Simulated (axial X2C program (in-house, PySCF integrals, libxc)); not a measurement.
## Worked dissociation energy of SiP⁻: CCSD, without spin–orbit coupling

Calculated with an in-house relativistic program for diatomic molecules. Spin-free means the one-electron spin-free X2C Hamiltonian. Basis: P dyall-av3z [9s8p3d2f], Si dyall-av3z [9s8p3d2f] (cores contracted in-house); Gaussian nuclei, density fitting, unrestricted open shells. Masses: P 30.974 u, Si 27.977 u.

Molecular state: M_S = 0, Λ = 0 (closed shell).

Correlated methods: 10 electrons correlated (number of frozen shells: P 2 s, 1 p; Si 2 s, 1 p), 202 virtual spin orbitals or spinors in MP2, 88 natural virtuals in coupled cluster.

* E(P) (2M_S = 3, M_L = 0): -341.639281 hartree
* E(Si-) (2M_S = 3, M_L = 0): -289.586899 hartree
* E(SiP⁻) at Re: -631.398077 hartree
* ωe: 690.0 cm⁻¹
* ωexe: 2.18 cm⁻¹

Task: Work out De and D0.

Result: De = -341.639281 + (-289.586899) − (-631.398077) = 0.17190 hartree = 4.678 eV. The zero-point energy is ωe/2 − ωexe/4 = 344 cm⁻¹ = 0.043 eV, so D0 = 4.635 eV.

Occupations by symmetry block were frozen at the best pattern of an incomplete PBE0 search. The closed shell is kept restricted, so the energy runs too high when the bond is stretched far. Dissociation energies refer to the lowest single-determinant-based atoms at the same level and basis. CCSD ran in a truncated set of natural virtual spinors with an MP2 remainder; without triples it tends to underbind.

Each atomic determinant is the lowest at this level and need not be a pure term. Totals compare only within one Hamiltonian and basis.
